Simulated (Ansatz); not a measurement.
**Tantalum, bcc: convergence with the plane-wave cutoff**

Computed with Ansatz, PBE, scalar-relativistic PAW, on the relaxed cell (a = 3.321 Å; spin not included). Errors count from a run at 420 eV on a Γ-centred 22×22×22 mesh with Fermi-Dirac smearing of 0.1 eV, extrapolated to zero width. Fixed here: mesh 13×13×13, Fermi-Dirac width 0.1 eV. The pressure holds a Pulay correction and is unreliable far below the recommended cutoff. The SCF starts from atomic densities corrected by a trained network.

| cutoff (eV) | E(σ→0) error (meV/atom) | P (GPa) | SCF iterations |
| --- | --- | --- | --- |
| 150 | 8685.2 | -18.76 | 6 |
| 200 | 1262.6 | 0.40 | 6 |
| 250 | 114.2 | 0.39 | 6 |
| 300 | 11.1 | 0.10 | 6 |
| 350 | 3.2 | 0.04 | 6 |
| 420 | -1.2 | 0.00 | 6 |
| 500 | -1.7 | 0.00 | 6 |
| 600 | -1.9 | 0.00 | 6 |
| 800 | -2.1 | 0.00 | 6 |

Within 5 meV/atom of the last row: from 420 eV on.
